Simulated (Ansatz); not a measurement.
Gallium, alpha-Ga (Cmce): convergence with cold smearing

Computed with Ansatz, r²SCAN, scalar-relativistic PAW, on the relaxed cell (a = 4.464 Å, b = 7.586 Å, c = 4.535 Å; spin not included). Errors count from a run at 500 eV on a Γ-centred 11×11×9 mesh with Fermi-Dirac smearing of 0.1 eV, extrapolated to zero width. Fixed here: cutoff 500 eV, mesh 8×8×7. The SCF starts from atomic densities corrected by a trained network.

```
width (eV)  E(σ→0) error (meV/atom)  F error (meV/atom)  P (GPa)  SCF iterations
      0.01                      1.9                 1.9     0.01               7
      0.03                      1.9                 1.9     0.01               7
       0.1                      1.9                 1.8    -0.02               7
       0.2                      1.7                 1.7    -0.02               7
       0.3                      1.7                 1.8    -0.03               7
       0.6                      0.1                 4.8    -0.08               7
       1.0                      5.0                19.1    -0.10               7
```
